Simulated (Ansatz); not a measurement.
Heat of formation of OF (SMILES [O]F) from total energies

OF: 2 atoms, total charge 0, spin state doublet. As SMILES, `[O]F`. The shape is that of a PBE0-D4/def2-TZVP optimisation.

```xyz
2

O     0.0000    0.0000   -0.0159
F     0.0000    0.0000    1.3144
```

Total energies at UCAM-B3LYP/cc-pVQZ-DK (sfX2C) (Ansatz 0.2.0); the atoms run unrestricted:

```tsv
species	state	energy (Eh)
OF	doublet	-175.056212
O	triplet	-75.128615
F	doublet	-99.837979
```

Harmonic wavenumbers at UPBE0-D4/def2-TZVP, in cm⁻¹: 1168.

Measured heats of formation of the gaseous atoms at 298.15 K, in kJ/mol: O 249.2, F 79.4. Spin-orbit lowering of the atoms at 298 K (mean of the ground term's levels less their thermal mean, from spectra), in kJ/mol: O 0.40, F 1.29. Take 1 Eh = 2625.50 kJ/mol, 1 cm⁻¹ = 0.0119627 kJ/mol, RT = 2.479 kJ/mol.

Work out the heat of formation of the gas at 298 K.


1. Electronic atomisation energy: (-75.128615) + (-99.837979) − (-175.056212) = 0.089618 Eh = 235.3 kJ/mol.
2. Zero-point energy: half the sum of the wavenumbers, 584 cm⁻¹ = 7.0 kJ/mol.
3. Thermal vibrational enthalpy, Σ hcν̃/(exp(hcν̃/kT) − 1): 0.0 kJ/mol. Translation, rotation and pV of a linear molecule: 3.5 RT = 8.7 kJ/mol.
4. The 2 free atoms carry 5/2 RT each: 12.4 kJ/mol.
5. Spin-orbit coupling lowers the free atoms by 0.40 + 1.29 = 1.7 kJ/mol.
6. Atomisation enthalpy at 298 K: 235.3 − 1.7 − 7.0 − 0.0 − 8.7 + 12.4 = 230.3 kJ/mol.
7. Sum of the atoms' heats of formation: 328.6 kJ/mol. Heat of formation: 328.6 − 230.3 = +98.3 kJ/mol.

No measured value is set beside it here. Anharmonicity and any spin-orbit splitting of the molecule are left out.
